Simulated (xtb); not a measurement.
**GFN1-xTB run of SClO2F (sulfuryl chloride fluoride)**

We compute a geometry optimisation of SClO2F (sulfuryl chloride fluoride). 

Program for the calculation: xtb 6.7.1 later snapshot.

4 further runs of the same task are left out: 4 set aside as unsound or not needed.

### Step 1. The molecule

SClO2F: 5 atoms, total charge 0, spin state singlet. As SMILES, `O=S(=O)(F)Cl`. The coordinates come from a GFN2-xTB relaxation. The run starts from this shape.

Bond lengths: O1–S2 1.409 Å, S2–O3 1.410 Å, S2–F4 1.624 Å, S2–Cl5 2.019 Å. Angles: O1–S2–O3 122.9°, O1–S2–F4 106.9°, O1–S2–Cl5 109.9°, O3–S2–F4 106.9°, O3–S2–Cl5 109.8°, F4–S2–Cl5 97.1°.

### Step 2. A structure relaxation at GFN1-xTB

File .CHRG:

```
0
```

File .UHF:

```
0
```

File mol.xyz:

```xyz
5
start
O     -0.10632000    -0.17443000     1.51124000
S      0.11700000    -0.13833000     0.12006000
O      1.16975000    -0.83636000    -0.50550000
F     -1.26020000    -0.62210000    -0.59256000
Cl     0.07976000     1.77123000    -0.53325000
```

On the command line:

```bash
xtb -o vtight --gfn 1 -- mol.xyz | tee mol.out
```

What values should one expect? Wanted: total energy at the end; dipole moment; HOMO energy; LUMO energy; HOMO–LUMO gap; dispersion energy.

Computed results:

At GFN1-xTB:

```
               quantity         value
total energy at the end  -22.39133 Eh
          dipole moment        3.56 D
            HOMO energy     -14.29 eV
            LUMO energy      -9.14 eV
          HOMO–LUMO gap       5.15 eV
      dispersion energy  -4.46 kJ/mol
```

In words: At the final geometry: Bond lengths: O1–S2 1.415 Å, S2–O3 1.415 Å, S2–F4 1.591 Å, S2–Cl5 1.943 Å. Angles: O1–S2–O3 120.7°, O1–S2–F4 105.8°, O1–S2–Cl5 111.1°, O3–S2–F4 105.8°, O3–S2–Cl5 111.1°, F4–S2–Cl5 99.8°. The optimisation took 10 steps and changed the energy by -0.079 eV. Mulliken charges run from -0.31 on O1 to +0.58 on S2.
